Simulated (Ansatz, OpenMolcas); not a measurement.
How basis sets differ on BH2 (boron dihydride)

BH2, doublet, SMILES `[BH2]`. Each level relaxes the structure for itself.

Each level gives the highest harmonic wavenumber at each level's own minimum (cm⁻¹). The values are calculated.

```tsv
level	kind	program	value (cm⁻¹)
UHF/STO-3G	Hartree–Fock	Ansatz	3332
UHF/3-21G	Hartree–Fock	Ansatz	2864
UHF/6-31G* (Cartesian functions)	Hartree–Fock	Ansatz	2869
UHF/cc-pVTZ	Hartree–Fock	OpenMolcas	2819
```

Harmonic and unscaled. The values span 2819 to 3332 cm⁻¹.
